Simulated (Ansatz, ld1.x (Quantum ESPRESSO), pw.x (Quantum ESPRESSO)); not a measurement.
From atom to crystal: ultrasoft potential for Ca

- Element: calcium (Ca)
- Generator: ld1.x (Quantum ESPRESSO) 7.5
- Type: ultrasoft
- Functional: PBE
- Relativity: scalar-relativistic
- Frozen core: [Ne]
- Valence charge: 10
- Reference configuration: 3s2 3p6 3d0 4s2 4p0
- Partial waves: 3s (bound): rcut 2.20, rcutus 2.45 bohr; 4s (bound): rcut 2.20, rcutus 2.45 bohr; 3p (bound): rcut 1.75, rcutus 2.30 bohr; 4p (bound, empty): rcut 1.75, rcutus 2.30 bohr; 3d (bound, empty): rcut 1.85, rcutus 2.35 bohr; 3d channel at 4.15 Ry: rcut 1.85, rcutus 2.35 bohr; 4f channel at -0.1 Ry: rcut 1.30, rcutus 1.80 bohr
- Local potential: all-electron potential smoothed inside 2.10 bohr (lloc = -2)
- Core correction: none
- Augmentation charge: PSQ, inside the norm-conserving radii

Atomic tests: cutoffs needed: 15 Ry and 25 Ry (the cutoffs (Ry, on a coarse ladder) from which the occupation-weighted sum of valence levels, in a spherical-Bessel basis at the reference potential, stays within 10 and 1 mRy of its value at 400 Ry); ghost test: no extra level below or beside the all-electron valence levels (s, p, d, f tested) (spherical-Bessel basis up to 400 Ry, 20 bohr box); configuration tests: test run stopped at test 5 of 7 (negative rho), 1 before it not solved.

Crystal test: fcc Ca in pw.x 7.5, no spin, 10³ k-points, Fermi–Dirac smearing 0.01 Ry, cutoffs 40/500 Ry. The lattice is a test structure that the element need not adopt, and mesh and smearing are coarse.

pw.x input:

```
&control
  calculation='scf', prefix='x', pseudo_dir='./', outdir='./tmp', tstress=.true., disk_io='none'
/
&system
  ibrav=0, nat=1, ntyp=1, ecutwfc=40, ecutrho=500, nbnd=12,
  occupations='smearing', smearing='fd', degauss=0.01
/
&electrons
  conv_thr=1e-09, mixing_beta=0.4, electron_maxstep=70
/
ATOMIC_SPECIES
Ca 1.0 Ca.UPF
CELL_PARAMETERS angstrom
  0.00000000 2.76486714 2.76486714
  2.76486714 0.00000000 2.76486714
  2.76486714 2.76486714 0.00000000
ATOMIC_POSITIONS crystal
Ca 0.0000 0.0000 0.0000
K_POINTS automatic
10 10 10 0 0 0
```

```bash
pw.x < Ca.scf.in > Ca.scf.out
```

Question: How does the run end?

Answer: It converges; the pressure is 0.33 GPa against -0.01 GPa from all-electron LAPW. This is a poor potential for the solid. Atomic configuration tests: test run stopped at test 5 of 7 (negative rho), 1 before it not solved. The log shows:

```
     iteration #  1     ecut=    40.00 Ry     beta= 0.40
     total energy              =     -74.61904903 Ry
     estimated scf accuracy    <       0.01667591 Ry
     iteration #  2     ecut=    40.00 Ry     beta= 0.40
     total energy              =     -74.61863495 Ry
     estimated scf accuracy    <       0.00364185 Ry
     iteration #  3     ecut=    40.00 Ry     beta= 0.40
     total energy              =     -74.61925215 Ry
     estimated scf accuracy    <       0.00019410 Ry
     iteration #  4     ecut=    40.00 Ry     beta= 0.40
     c_bands:  1 eigenvalues not converged
     c_bands:  1 eigenvalues not converged
     c_bands:  1 eigenvalues not converged
     total energy              =     -74.61940275 Ry
     estimated scf accuracy    <       0.00002767 Ry
     [... 12 iterations left out ...]
     iteration # 17     ecut=    40.00 Ry     beta= 0.40
     total energy              =     -74.61941138 Ry
     estimated scf accuracy    <       0.00000002 Ry
     iteration # 18     ecut=    40.00 Ry     beta= 0.40
     total energy              =     -74.61941137 Ry
     estimated scf accuracy    <       0.00000002 Ry
     iteration # 19     ecut=    40.00 Ry     beta= 0.40
     total energy              =     -74.61941138 Ry
     estimated scf accuracy    <          2.4E-09 Ry
     iteration # 20     ecut=    40.00 Ry     beta= 0.40
     the Fermi energy is     4.9861 ev
!    total energy              =     -74.61941138 Ry
     estimated scf accuracy    <          2.6E-10 Ry
     smearing contrib. (-TS)   =      -0.00531885 Ry
     The total energy is F=E-TS. E is the sum of the following terms:
     one-electron contribution =     -41.35241723 Ry
     hartree contribution      =      20.82046641 Ry
     xc contribution           =     -10.20653391 Ry
     ewald contribution        =     -43.87560779 Ry
     convergence has been achieved in  20 iterations
          total   stress  (Ry/bohr**3)                   (kbar)     P=        3.26
     Message from routine punch:
     Nothing written, as per user request (disk_io='none')
```
